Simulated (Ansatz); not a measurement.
```yaml
crystal:
  periodic: [false, false, false]
  atoms:
    - {symbol: P, position_ang: [0.000000, 0.000000, 0.000000]}
    - {symbol: S, position_ang: [0.000000, 0.000000, 1.971600]}
basis:
  gaussian: {orbitals: def2-TZVP}
magnetization: {spin_polarized: true, initial_magnetization: 3}
hamiltonian: {xc: pbe0}
relax: {f_tol: 0.004, max_steps: 80}
```

```sh
$ ansatz run in.yaml --threads 1 --pin off --events-out ev --progress --plain --max-ram 2176MiB
```

Steps of the relaxation (energy above the last step; positions in Å, forces in eV/Å):

```
2
step 1, 264.8 meV
P     0.000    0.000    0.000    0.000    0.000   -3.616
S     0.000    0.000    1.972    0.000    0.000    3.616
```

```
2
step 2, 0.4 meV
P     0.000    0.000   -0.079    0.000    0.000   -0.112
S     0.000    0.000    2.051    0.000    0.000    0.112
```

```
2
step 3, 0.0 meV
P     0.000    0.000   -0.082    0.000    0.000   -0.028
S     0.000    0.000    2.053    0.000    0.000    0.028
```

```
2
step 4, 0.0 meV
P     0.000    0.000   -0.083    0.000    0.000    0.000
S     0.000    0.000    2.054    0.000    0.000    0.000
```

Close pairs at the end: P1–S2 2.137 Å.

A stationary point of unrestricted PBE0 after 4 steps, with ⟨S²⟩ = 3.764 against 3.75 for a pure state. 9 s on 1 thread of Arm Neoverse V1, shared host.
